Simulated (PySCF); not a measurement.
C2H5O, charge -1, multiplicity 1. Atoms are numbered in the order given.

```xyz
8

C     -0.2057    -1.1791     0.0000
C      0.4858     0.2123     0.0000
O     -0.3627     1.2477     0.0000
H      0.5269    -2.0128     0.0000
H     -0.8503    -1.2702    -0.8913
H     -0.8503    -1.2702     0.8913
H      1.1972     0.1865     0.8901
H      1.1972     0.1865    -0.8901
```
Charge -1, spin multiplicity 1.

Coordinates come from a ωB97X-D3(BJ)/def2-SVPD optimisation. The spin state was assumed, not searched. The isomer is the one that the SMILES or the coordinates give; other isomers of the formula were not compared.

These are ωB97X/def2-TZVPD (PySCF) values and carry that method's errors.

Mulliken values depend strongly on the basis, most of all with diffuse functions as here. Atomic charges (e):

```tsv
atom	Mulliken	meta-Löwdin
C1	-0.65	?
C2	-0.19	0.07
O3	-0.82	-0.88
H4	0.24	?
H5	0.15	?
H6	0.15	?
H7	0.06	?
H8	0.06	?
```

Some entries are withheld; supply them. (Estimate from the structure and the level; the computed values follow.)


- C1, meta-Löwdin: -0.35
- H4, meta-Löwdin: 0.05
- H5, meta-Löwdin: 0.08
- H6, meta-Löwdin: 0.08
- H7, meta-Löwdin: -0.02
- H8, meta-Löwdin: -0.02
